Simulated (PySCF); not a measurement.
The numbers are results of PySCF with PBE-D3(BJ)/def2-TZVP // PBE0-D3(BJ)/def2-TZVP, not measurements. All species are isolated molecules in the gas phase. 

Reference species (SMILES): `C#CC` (neutral, multiplicity 1).

| Property | Value |
|---|---|
| HOMO | -6.48 eV |

Changed species: `C=C=C`.

Q: Predict the effect on the HOMO.

A: the HOMO decreases by 0.07 eV, to -6.55 eV.
